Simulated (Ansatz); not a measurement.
A nudged elastic band was laid between two geometries of AlClH4O (7 atoms, charge 0, multiplicity 1).

These are results of Ansatz, RKS PBE0-D4/def2-SVP, not measurements.

```yaml
movable_images: 7
climbing_image: yes
spring: 5.0 eV/Å²
optimiser: quadratic models (default)
start_path: through a guess of the saddle point
force_threshold: 0.05 eV/Å
iteration_limit: 60
end_points: relaxed
```

First end point:

```xyz
7
Properties=species:S:1:pos:R:3
Al 0.053 0.037 0.113
H 0.040 0.710 1.557
Cl 1.823 0.369 -1.034
H -1.280 -0.210 -0.724
O 0.289 -1.859 0.716
H -0.372 -2.501 0.427
H 0.491 -2.024 1.646
```

Last end point:

```xyz
7
Properties=species:S:1:pos:R:3
Al 0.072 -0.621 -0.268
H 0.358 0.278 1.853
Cl 1.782 0.483 -0.796
H -1.354 0.019 -0.454
O 0.326 -2.254 0.132
H -0.348 -2.927 0.228
H 0.207 -0.457 2.006
```

(1) Which bonds break or form, and what moves?

(2) Give the energies along the band, and the barrier.

(3) What is the geometry of the highest image?

(4) What are the harmonic wavenumbers there?

The band took 8 iterations and roughly 2.2 core-minutes.

## Answers

(1) Bonds broken: Al1–H2, O5–H7. Bonds formed: H2–H7. AlClH4O becomes AlClH2O + H2.

(2) The run converged. The highest image is number 4 of 0 to 8, 16.7 kcal/mol above the first end and 18.4 kcal/mol above the last; the last end lies 1.8 kcal/mol below the first. A vibrational analysis at the climbing image gives one clearly imaginary mode, 1204i cm⁻¹: a first-order saddle point. The orbitals stay closed-shell, which can raise the energy where a bond breaks towards radicals; this wasn't checked here.

```csv
image,path coordinate (Å),energy (kcal/mol),Al1–H2 (Å),O5–H7 (Å),H2–H7 (Å)
0,0.00,0.0,1.59,0.97,2.77
1,0.36,0.6,1.60,0.97,2.36
2,0.73,3.1,1.61,0.97,1.91
3,1.09,8.7,1.66,1.02,1.47
4,1.46,16.7,1.77,1.25,1.05
5,1.80,8.4,1.94,1.62,0.83
6,2.15,1.0,2.16,1.99,0.78
7,2.49,-1.4,2.32,2.36,0.77
8,2.84,-1.8,2.32,2.60,0.77
```

(3) 
```xyz
7
Properties=species:S:1:pos:R:3
Al 0.104 -0.266 -0.080
H 0.201 -0.045 1.675
Cl 1.835 0.488 -1.008
H -1.330 0.040 -0.658
O 0.331 -1.959 0.636
H -0.337 -2.655 0.614
H 0.238 -1.081 1.521
```

(4) 1204i, 176, 308, 438, 522, 581, 636, 724, 774, 1059, 1369, 1783, 1936, 1990, 3888 cm⁻¹.

The run took 2.2 min on 1 thread of Arm Neoverse V1, on a shared host, peak memory 0.13 GiB.
